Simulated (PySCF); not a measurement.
Compound: 2-fluorobutane, C₄H₉F.
Numbering: `[CH3:1][CH2:2][C@H:3]([CH3:4])[F:5]` (hydrogens: H6, H7, H8 on C1; H9, H10 on C2; H11 on C3; H12, H13, H14 on C4)

Cartesian coordinates in Å at the PBE0-D3(BJ)/def2-SVP level; atoms count from 1:
```xyz
14
C4H9F angstrom
C      1.927   -0.016    0.255
C      0.481    0.408    0.446
C     -0.481   -0.324   -0.470
C     -1.931    0.033   -0.249
F     -0.331   -1.689   -0.269
H      2.274    0.192   -0.770
H      2.038   -1.096    0.432
H      2.596    0.515    0.948
H      0.366    1.490    0.266
H      0.166    0.229    1.489
H     -0.201   -0.131   -1.523
H     -2.109    1.097   -0.464
H     -2.579   -0.567   -0.904
H     -2.220   -0.163    0.796
```

Method: PySCF 2.14.0, PBE0-D3(BJ)/def2-SVP geometry optimisation, gas phase.

Masses are those of the commonest isotopes; rigid-rotor values at the optimised geometry. The values belong to one conformer with, in the numbering `[CH3:1][CH2:2][C@H:3]([CH3:4])[F:5]`, C1–C2–C3–C4 177°.

Problem. What are A, B and C (GHz)?

Solution. Ia = 61.01, Ib = 144.66, Ic = 186.71 u·Å²; 505379 MHz·u·Å²/I gives 8283, 3493 and 2707 MHz, that is A = 8.2834, B = 3.4935, C = 2.7068 GHz.

Problem. What kind of rotor is it?

Solution. An asymmetric top: κ = (2 × 3493 − 8283 − 2707)/(8283 − 2707) = -0.72.

Problem. Is it planar, by Δ = Ic − Ia − Ib?

Solution. Not planar: Δ = Ic − Ia − Ib = -18.96 u·Å². For a rigid frame Δ = −2 Σ m c², so Σ m c² = 9.48 u·Å² lies off the ab plane: 7.05 from hydrogen and 2.43 from heavier atoms. The atom farthest from that plane is 1.44 Å away.

Problem. List the rotational levels J(Ka,Kc) to J = 3 (MHz).

Solution. Above 0(0,0):
J = 1: 1(0,1) 6200, 1(1,1) 10990, 1(1,0) 11777
J = 2: 2(0,2) 18512, 2(1,2) 22604, 2(1,1) 24964, 2(2,1) 39334, 2(2,0) 39423
J = 3: 3(0,3) 36763, 3(1,3) 39972, 3(1,2) 44686, 3(2,2) 57934, 3(2,1) 58373, 3(3,1) 83903, 3(3,0) 83910

Problem. Which lines would a microwave search look for?

Solution. The dipole components are |μa| = 0.02 D, |μb| = 1.65 D, |μc| = 0.44 D. The squared components, which scale the intensities, stand as 0.00 : 1.00 : 0.07 (a : b : c). Some lines, for components of 0.1 D or more:

| type | branch | J(Ka,Kc) | MHz | lower level (cm⁻¹) |
| --- | --- | --- | --- | --- |
| b | R | 3(1,2) ← 2(2,1) | 5352 | 1.312 |
| b | Q | 1(1,0) ← 1(0,1) | 5577 | 0.207 |
| c | Q | 3(2,2) ← 3(1,2) | 13249 | 1.491 |
| b | R | 3(0,3) ← 2(1,2) | 14159 | 0.754 |
| c | Q | 2(2,1) ← 2(1,1) | 14370 | 0.833 |
| b | Q | 2(2,1) ← 2(1,2) | 16730 | 0.754 |
| c | R | 2(1,1) ← 1(0,1) | 18764 | 0.207 |
| c | R | 3(1,2) ← 2(0,2) | 26174 | 0.617 |
| b | R | 2(2,0) ← 1(1,1) | 28433 | 0.367 |
| b | R | 3(3,1) ← 2(2,0) | 44481 | 1.315 |

Problem. Estimate the classical rotational partition function at 25 K, 100 K and 200 K.

Solution. Point group C1, symmetry number σ = 1; q = (√π/σ)·√((kT/h)³/(ABC)), k/h = 20836.6 MHz/K: 2380 at 25 K, 19000 at 100 K, 53900 at 200 K.

Whether it is a minimum is left open (no frequencies). These are rigid-rotor constants of the computed structure; measured ground-state constants (B0) also hold zero-point vibration. A rigid rotor knows nothing of internal rotation, which can split or shift real lines.
